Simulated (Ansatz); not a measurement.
**Width of the whole s-p valence band of zinc-blende InAs at several levels of theory**

No measured value is used here.

```csv
level (code),value (eV),cell (Å³/atom)
LDA (Ansatz),11.90,27.79
PBE (Ansatz),11.83,27.79
RPBE (Ansatz),11.79,27.79
PBEsol-D3(BJ) (Ansatz),11.97,27.34
rVV10 (Ansatz),11.45,30.02
r²SCAN (Ansatz),12.26,27.79
r²SCAN-D4 (Ansatz),12.16,28.20
r²SCAN+rVV10 (Ansatz),12.19,28.13
LC-ωPBE (Ansatz),15.45,26.81
PBE0-D3(BJ) (Ansatz),13.22,27.39
r²SCAN50 (Ansatz),14.60,27.40
Hartree–Fock (Ansatz),16.53,27.79
```

Widths are read from band energies on the run's k points.  Values are at the level's own relaxed cell; LDA at the measured cell; PBE at the measured cell; RPBE at the measured cell; r²SCAN at the measured cell; Hartree–Fock at the measured cell. Cutoffs and k meshes differ between the levels. Ansatz's density-functional and Hartree–Fock values are scalar-relativistic unless marked +SOC, with PAW data made under PBE.

Ansatz is an electronic-structure program.
